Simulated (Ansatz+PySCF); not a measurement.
Two shapes of singlet BNH₆.

Shape 1:

```xyz
8

B     0.0000    0.0000   -0.9155
N     0.0000    0.0000    0.7196
H     0.0000   -1.1803   -1.2418
H    -1.0222    0.5901   -1.2418
H     1.0222    0.5901   -1.2418
H     0.0000    0.9514    1.0887
H    -0.8239   -0.4757    1.0887
H     0.8239   -0.4757    1.0887
```

Shape 2:

```xyz
8

B     0.0000    0.0000   -0.9887
N     0.0000    0.0000    0.7771
H     0.0000   -1.2747   -1.3412
H    -1.1039    0.6373   -1.3412
H     1.1039    0.6373   -1.3412
H     0.0000    1.0275    1.1758
H    -0.8899   -0.5138    1.1758
H     0.8899   -0.5138    1.1758
```

Basis set: def2-SVP (spherical functions). Correlated methods keep 2 orbitals frozen. Charge 0, multiplicity 1.

Computed with Ansatz (development build ahead of 0.2.0); each method stands on the lowest determinant of its kind that the runs found.

(1) Which shape is lower in energy, and by how much in each method?

Results:

(1)

```json
{"method": "RHF", "E(2) − E(1) (eV)": "0.921"}
{"method": "UHF", "E(2) − E(1) (eV)": "0.921"}
{"method": "UHF-MP2", "E(2) − E(1) (eV)": "0.786"}
{"method": "UHF-CCSD", "E(2) − E(1) (eV)": "0.750"}
{"method": "UHF-CCSD(T)", "E(2) − E(1) (eV)": "0.726"}
```

Shape 1 is lower.
